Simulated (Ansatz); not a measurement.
## ClF: state-averaged CASSCF

Program: Ansatz, Gaussian basis, development build. State-averaged CASSCF with equal weights; occupations are averaged over the states; levels count from the state that is lowest in CASSCF. No symmetry is imposed, so a solution can break that of the shape. No proof that the lowest CASSCF solution was found. The average may hold one member of a degenerate pair alone.

Geometry: bond length 1.6435 Å.

Basis cc-pVDZ, nonrelativistic, 6 orbitals frozen in the corrections; active space CAS(14,8). Averaged: 2 singlets.

CASSCF levels: singlet 0.00, singlet 4.76 eV.

(1) How does SC-NEVPT2 move them?

Answers

(1) singlet 0.00, singlet 4.55 eV, in the same order of listing. The lowest state stays.
